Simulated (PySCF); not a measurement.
**Basis-set dependence of CO at CCSD(T)**

PySCF, RHF reference; singlet, unpaired electrons none; De to C + O without counterpoise correction. Frozen cores follow the default of each basis and core potential.

| basis | relativity | functions | Re (Å) | ωe (cm⁻¹) | De (eV) | frozen orbitals |
| --- | --- | --- | --- | --- | --- | --- |
| 6-31G(d,p) | no relativity | 28 | 1.149 | 2154 | 10.55 | 2 |
| jorge-DZP-DKH | spin-free X2C | 30 | 1.149 | 2139 | 10.36 | 2 |
| 6-311G(d,p) | no relativity | 36 | 1.136 | 2165 | 10.68 | 2 |
| aug-pcseg-1 | no relativity | 46 | 1.143 | 2149 | 10.71 | 2 |
| cc-pVTZ | no relativity | 60 | 1.136 | 2154 | 10.91 | 2 |
| def2-TZVPP | no relativity | 62 | 1.134 | 2155 | 10.92 | 2 |
| def2-TZVPPD | no relativity | 77 | 1.135 | 2150 | 10.91 | 2 |

(1) How does each smaller set differ from the one with most functions, def2-TZVPPD?

Correlated steps freeze 2 core orbitals. Correlated levels converge slowly with the basis: in double zeta they bind strong bonds too weakly, by up to about 1 eV, and carry superposition errors of some tenths. Where the molecule has an RHF reference, its open-shell atoms are computed with UHF. The CCSD T1 diagnostic is raised in CO, a sign that a single reference may not be enough there.

Results:

(1) 6-31G(d,p): +1.4 pm, +0.2 % in ωe, -0.36 eV in De; jorge-DZP-DKH: +1.4 pm, -0.5 % in ωe, -0.55 eV in De; 6-311G(d,p): +0.1 pm, +0.7 % in ωe, -0.23 eV in De; aug-pcseg-1: +0.8 pm, -0.0 % in ωe, -0.20 eV in De; cc-pVTZ: +0.1 pm, +0.2 % in ωe, +0.00 eV in De; def2-TZVPP: -0.1 pm, +0.2 % in ωe, +0.01 eV in De. All at CCSD(T); the set with most functions is neither the basis-set limit nor always the best. The rows treat relativity differently, so the differences are not basis effects alone.
